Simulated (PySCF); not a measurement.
# State search for AlC

Unrestricted PBE0; basis Al x2c-TZVPPall, C x2c-TZVPPall; spin-free X2C with a Gaussian nucleus; PySCF 2.14. Outer shells of the fragments: Al 3s2 3p1; C 2s2 2p2.

Followed along the bond (rough minima from three points):

```
2Ms+1   unpaired  ⟨S²⟩ at the start  R at minimum (Å)  Te (eV)
    4  σ ↑, π ↑↑               3.76              1.97     0.00
    2  σ ↓, π ↑↑               1.78              1.96     0.51
    2  σ ↑, π ↑↓               1.77              1.97     0.59
    2        π ↑               1.23  none in the scan   ≤ 1.37
```

Solutions found at the starting distance of 1.905 Å, counted from the lowest of them; the search is not exhaustive and high or unbound solutions are not listed, so other states can lie among these:

```tsv
2Ms+1	unpaired	term	E (eV)	⟨S²⟩	⟨Lz²⟩	μ (D)
4	σ ↑, π ↑↑	⁴Σ⁻	0.00	3.76	0.00	-1.56
2	σ ↓, π ↑↑	mixed	0.50	1.78	0.00	-2.26
2	σ ↑, π ↑↓	mixed	0.58	1.77	2.01	-1.92
2	π ↑	mixed	1.38	1.23	1.01	-3.28
2	σ ↑	mixed	1.69	0.77	2.00	-1.84
2	π ↑	²Π	1.93	0.75	1.00	-0.75
4	σ ↑↑, π ↑	⁴Π	2.64	3.76	1.02	-3.69
4	π ↑↑↑	⁴Π	3.27	3.99	1.00	-1.52
```

A term symbol is given only where ⟨S²⟩ and ⟨Lz²⟩ are close to those of a pure state; real π, δ and φ orbitals otherwise mix terms. A positive dipole means Al(−)C(+).
